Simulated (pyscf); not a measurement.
PySCF, gas phase, ωB97X-D3(BJ)/def2-SVP geometries.

Question: H₃Si–Si(SiH₃)(SiH₃)–Cl + HF → F–SiH₂–Si(SiH₃)(SiH₃)–Cl + H₂
Surface: singlet. Broken: H–Si, F–H. Formed: F–Si, H–H. Give ΔE‡ and ΔE from ωB97M-D3(BJ)/def2-TZVP, relative to the separated reactants.

Answer: ΔE‡ = 31.0 kcal/mol, ΔE = -24.2 kcal/mol. Zero-point energy shifts the barrier by 0.0 kcal/mol. It is a four-centre exchange, with an imaginary mode of 1144i cm⁻¹. This is the saddle that the search found; another between the same sides may lie lower.
